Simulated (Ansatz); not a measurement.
The same path of FH + H4Si (7 atoms, charge 0, multiplicity 1) was run twice with different band settings. Lost on the way: Si1–H2, F6–H7. Made: Si1–F6, H2–H7.

These are results of RKS CAM-B3LYP-D4/def2-SVP in Ansatz, not measurements.

Relaxed end points:

```xyz
7
Properties=species:S:1:pos:R:3
Si 0.273 0.000 -0.110
H 0.271 0.000 1.383
H 1.692 0.000 -0.558
H -0.403 1.223 -0.608
H -0.403 -1.223 -0.608
F -2.417 0.000 1.234
H -1.780 0.000 1.907
```

```xyz
7
Properties=species:S:1:pos:R:3
Si -0.230 0.000 -0.746
H -0.608 0.000 3.464
H 1.122 0.000 -0.134
H -0.431 1.219 -1.567
H -0.431 -1.219 -1.567
F -1.331 0.000 0.450
H -0.856 0.000 2.741
```

Common settings: movable images 5; climbing image yes; optimiser quadratic models (default); start path through a guess of the saddle point; force threshold 0.03 eV/Å; iteration limit 60; end points relaxed.

| run | spring |
| --- | --- |
| 1 | 5.0 eV/Å² |
| 2 | 50.0 eV/Å² |

What does each run give, and how far can it be trusted?

Run 1: converged after 12 iterations, highest image 1.384 eV above the first end. Neighbouring images differ by up to 1.4 eV, so the band resolves the path poorly. A vibrational analysis at the climbing image gives 2 clearly imaginary modes (1215i, 116i cm⁻¹): a point of higher order, so a lower path passes nearby.
Run 2: converged after 10 iterations, highest image 1.383 eV above the first end. Neighbouring images differ by up to 1.4 eV, so the band resolves the path poorly. Another band between the same ends (5 images) ends at a top of the same energy, where a vibrational analysis finds 2 clearly imaginary modes.
The orbitals stay closed-shell, which can raise the energy where a bond breaks towards radicals; this wasn't checked here.
